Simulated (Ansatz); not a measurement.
Start from `CC(C)C(C)C` and change one atom or group to get `CC(C)C(C)Cl`.

Ansatz, PBE0-D4/def2-TZVP geometries, multiplicity 1. Each molecule was computed in one conformer, which needn't be the lowest.

| property | `CC(C)C(C)C` |
| --- | --- |
| HOMO energy (B3LYP/def2-TZVPP) / eV | -8.40 |
| LUMO energy (B3LYP/def2-TZVPP) / eV | 0.77 |
| HOMO–LUMO gap (ωB97M-V/def2-TZVPP) / eV | 13.38 |
| HOMO–LUMO gap (B3LYP/def2-TZVPP) / eV | 9.16 |
| LUMO energy (PBE0/def2-TZVPP) / eV | 1.09 |
| LUMO energy (PBE/def2-TZVPP) / eV | 0.30 |

Give the same properties after the change, and the shifts. (Best estimate.)

Computed: 
| property | `CC(C)C(C)Cl` | shift |
| --- | --- | --- |
| HOMO energy (B3LYP/def2-TZVPP) / eV | -7.92 | 0.48 |
| LUMO energy (B3LYP/def2-TZVPP) / eV | 0.54 | -0.23 |
| HOMO–LUMO gap (ωB97M-V/def2-TZVPP) / eV | 12.99 | -0.39 |
| HOMO–LUMO gap (B3LYP/def2-TZVPP) / eV | 8.47 | -0.69 |
| LUMO energy (PBE0/def2-TZVPP) / eV | 0.84 | -0.25 |
| LUMO energy (PBE/def2-TZVPP) / eV | -0.21 | -0.51 |

With PBE0 the HOMO rises by 0.40 eV and the LUMO falls by 0.25 eV, so the gap narrows by about 0.65 eV. PBE moves the HOMO by 0.47 eV and ωB97M-V by 0.37 eV.

B3LYP here is the variant with VWN-RPA as its local correlation; programs differ in this.
